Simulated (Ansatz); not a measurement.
Fluorite CdF₂

The numbers are results of PBE-D4 in Ansatz (PAW), not measurements.

Numerical settings: plane-wave cutoff 500 eV, 10×10×10 k mesh, gaussian smearing 0.02 eV, scalar-relativistic PAW data made under PBE.

Cell (relaxed at this level):

```cif
data_CdF2
_chemical_formula_sum 'Cd1 F2'
_space_group_name_H-M_alt 'P 1'
_space_group_IT_number 1
_cell_length_a 3.85049
_cell_length_b 3.85049
_cell_length_c 3.85049
_cell_angle_alpha 60.000
_cell_angle_beta 60.000
_cell_angle_gamma 60.000
loop_
_space_group_symop_operation_xyz
  'x, y, z'
loop_
_atom_site_label
_atom_site_type_symbol
_atom_site_fract_x
_atom_site_fract_y
_atom_site_fract_z
_atom_site_occupancy
Cd1 Cd 0.00000 0.00000 0.00000 1
F1 F 0.25000 0.25000 0.25000 1
F2 F 0.75000 0.75000 0.75000 1
```

For fluorite CdF₂, the band gap is 2.99 eV (on the SCF k mesh).

Measured, for comparison: band gap 7.8 eV (temperature not stated, no zero-point or thermal correction, indirect W–Γ; as tabulated in Cappellini et al. (2013), arXiv:1302.2571).

Spin–orbit coupling is not included.

The computed numbers hold no vibrational or temperature effects.

The result took roughly 14 core-seconds.

Ansatz is a program for electronic structure.
